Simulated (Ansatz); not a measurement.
One elementary step

Start structure (N2H5, doublet), relaxed at PBE0-D4/def2-TZVP:

```xyz
7
angstrom
H 0.0493 0.0691 -0.5924
N -0.1269 0.3088 -1.5646
N -0.0024 -0.2595 1.6533
H -0.0686 -0.5496 -2.0988
H 0.6403 0.8944 -1.8713
H 0.1080 0.4847 2.3505
H -0.6000 -0.9480 2.1233
```

The step: NH₂ + NH₃ → NH₂ + NH₃; bonds formed: H1–N3; bonds broken: H1–N2. Ansatz 0.2.0; basis: def2-TZVPP and def2-QZVPP; cores frozen in the correlated methods; orbitals are unrestricted. Extrapolation: Hartree–Fock as exp(−7.88 √X), correlation as X^−2.97. Energies below are by CCSD(T) at an estimated basis limit (MP2 extrapolated from triple and quadruple zeta, plus CCSD(T) − MP2 in triple zeta).

(1) What are the electronic barrier and the energy of the step, from the start structure to the end structure? (Judge from chemistry; the value comes from the calculation.)

T1 diagnostic: at most 0.021. ⟨S²⟩ of the unrestricted Hartree–Fock references: 0.76 to 0.80 (a pure state has 0.75). The unrestricted reference is spin-contaminated, which hurts MP2 most. The start structure is not quite a true minimum (one mode of 54i cm⁻¹). The end structure is not quite a true minimum (one mode of 53i cm⁻¹).

Results:

(1) The calculation gives: Barrier 58.9 kJ/mol; step energy 0.0 kJ/mol (both ends alike: a degenerate step); reverse barrier, their difference, 58.9 kJ/mol. Barrier and step energy count from the start structure, the reverse barrier from the end structure.

The saddle point: One imaginary mode of 1587i cm⁻¹.
```tsv
pair	start (Å)	saddle (Å)	end (Å)
H1–N3	2.27	1.24	1.02
H1–N2	1.02	1.24	2.27
```

Zero-point energy (harmonic, PBE0-D4): ZPE is 146.0 kJ/mol at the start and 141.4 kJ/mol at the saddle, so the barrier goes from 58.9 to 54.3 kJ/mol.

For scale, one of the runs: CCSD(T)/def2-TZVPP, 132 basis functions, launched by `ansatz run in.yaml --threads 2 --pin off --events-out ev --progress --plain --max-ram 4352MiB`. Hardware: 2 CPU threads of an Arm Neoverse V2, shared host. Wall time 22 s; peak host memory 1.6 GiB.
